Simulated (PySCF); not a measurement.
Homolysis of single bonds, series SiF3-X. Gas-phase values, no solvent. One relaxed conformer stands for each flexible species; it need not be the lowest. Strings in code marks are SMILES.

Method: r2SCAN-D4/def2-TZVP in PySCF 2.14.0. All candidates: neutral, multiplicity 2. 

- highest occupied spin orbital: -6.40 eV
- dipole moment: 0.91 D

**Question.** Say which member has these values.
A) `F[Si](F)Br`
B) `F[Si](F)Cl`
C) `[SH]`
D) `[F]`

**Answer.** C, `[SH]`. The others give `F[Si](F)Cl`: -6.65 eV, 0.96 D; `F[Si](F)Br`: -6.57 eV, 0.93 D; `[F]`: -10.68 eV, 0.00 D
